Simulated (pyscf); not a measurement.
Structures and frequencies: ωB97X-D3(BJ)/def2-SVP in PySCF.

Problem. For the elementary gas-phase step HO–SiH₂–O–SiH₃ + HF -> F–SiH₂–O–SiH₃ + H₂O (singlet surface; O–Si, F–H broken, F–Si, H–O formed), what barrier and reaction energy does ωB97M-D3(BJ)/def2-TZVP give, measured from the separated reactants?

Solution. ΔE‡ = 15.4 kcal/mol, ΔE = -10.1 kcal/mol. Zero-point energy shifts the barrier by +1.7 kcal/mol. It is a four-centre exchange, with an imaginary mode of 572i cm⁻¹. On the reactant side the descent ends in a bound adduct, 8.8 kcal/mol under the separated species and 24.4 kcal/mol under the saddle at ωB97X-D3(BJ)/def2-TZVP. On the product side the descent ends in a complex (not fully relaxed), 6.1 kcal/mol under the separated species and 31.5 kcal/mol under the saddle at ωB97X-D3(BJ)/def2-TZVP. One saddle was located; it need not be the lowest between these sides.
